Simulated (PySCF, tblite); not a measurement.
A complex of 2 × hydrogen fluoride and hydrogen chloride

A gas-phase complex of 2 × hydrogen fluoride and hydrogen chloride; neutral, singlet. The structure comes from a short search (6 tight-binding starts) and was relaxed by PBE0-D3(BJ)/def2-SVPD; another way of binding may lie lower. Frequencies by PBE0-D3(BJ)/def2-SVPD show no clear imaginary mode.

| part | name | SMILES | atoms | charge | multiplicity |
| --- | --- | --- | --- | --- | --- |
| 1 | hydrogen fluoride | F | 1–2 | 0 | 1 |
| 2 | hydrogen fluoride | F | 3–4 | 0 | 1 |
| 3 | hydrogen chloride | Cl | 5–6 | 0 | 1 |

| atom | part | x (Å) | y (Å) | z (Å) |
| --- | --- | --- | --- | --- |
| F1 | 1 | -0.098 | -0.454 | -0.164 |
| H2 | 1 | -0.577 | 0.348 | -0.240 |
| F3 | 2 | -2.027 | 1.267 | -0.385 |
| H4 | 2 | -2.636 | 0.552 | -0.384 |
| Cl5 | 3 | -2.970 | -1.613 | -0.284 |
| H6 | 3 | -1.667 | -1.560 | -0.203 |

| contact | kind (by geometry) | distance (Å) | angle (°) |
| --- | --- | --- | --- |
| H2···F3 | hydrogen bond | 1.723 | 153 |
| H6···F1 | hydrogen bond | 1.921 | 147 |
| H4···Cl5 | hydrogen bond | 2.193 | 148 |

Interaction energies are complex less parts, with the parts frozen as they stand in it; counterpoise-corrected, in kcal/mol (PySCF).

Q: How strongly do the parts interact, level by level?

A: 
| level | interaction | superposition error removed |
| --- | --- | --- |
| wB97M-D3(BJ)/def2-TZVPD | -11.99 | -0.20 |
| PBE0-D3(BJ)/def2-TZVPD | -13.25 | -0.20 |
| RI-MP2/aug-cc-pVTZ | -11.18 | -1.48 |

Q: What holds them together? Decompose the wB97M-D3(BJ)/def2-TZVPD energy: frozen parts, their antisymmetrised product, then relaxation.

A: electrostatic -21.4, Pauli repulsion +24.8, orbital relaxation -13.7, dispersion correction -1.8 kcal/mol, which sum to the value before the counterpoise correction; the Pauli term holds the exchange-correlation of the frozen density too. Of the attraction, 58 % is electrostatic, 37 % is orbital relaxation, 5 % is dispersion correction.

Q: Are the pair energies additive?

A: The pairs sum to -9.08 kcal/mol (1–2 -4.2, 1–3 -2.3, 2–3 -2.6); the rest of -2.91 is a many-body strengthening.

The parts were also relaxed and run alone, at the levels used for the complex: shieldings by PBE0/pcSseg-2; core levels by delta-SCF with SCAN, pcX-2 on the ionised atom and pcseg-1 elsewhere, spin-free X2C (2p3/2 is the spin-free 2p value less a third of a first-order spin-orbit splitting).

Values alone: F1–H2 bond (Å): 0.920; shielding of H2 (ppm): 29.19; shielding of F3 (ppm): 410.9; shielding of H6 (ppm): 30.41; shielding of F1 (ppm): 410.9; F1 1s core level (eV): 694.12; F3 1s core level (eV): 694.12; Cl5 2p3/2 core level (eV): 207.38.

Q: What does binding change?

A: 
```json
{"property": "F1–H2 bond (Å)", "alone": "0.920", "in the complex": "0.938", "change": "+0.018"}
{"property": "shielding of H2 (ppm)", "alone": "29.19", "in the complex": "24.91", "change": "-4.28"}
{"property": "shielding of F3 (ppm)", "alone": "410.9", "in the complex": "369.4", "change": "-41.5"}
{"property": "shielding of H6 (ppm)", "alone": "30.41", "in the complex": "26.44", "change": "-3.97"}
{"property": "shielding of F1 (ppm)", "alone": "410.9", "in the complex": "378.9", "change": "-32.0"}
{"property": "F1 1s core level (eV)", "alone": "694.12", "in the complex": "693.85", "change": "-0.27"}
{"property": "F3 1s core level (eV)", "alone": "694.12", "in the complex": "694.31", "change": "+0.19"}
{"property": "Cl5 2p3/2 core level (eV)", "alone": "207.38", "in the complex": "207.65", "change": "+0.27"}
```

Q: What are the binding energy from relaxed parts (wB97M-D3(BJ)/def2-TZVPD), and ΔH and ΔG of association at 298.15 K and 1 atm?

A: -11.47 kcal/mol, -7.35 with zero-point energy; ΔH -9.3 and ΔG +6.1 kcal/mol, from harmonic vibrations by PBE0-D3(BJ)/def2-SVPD with low modes damped.
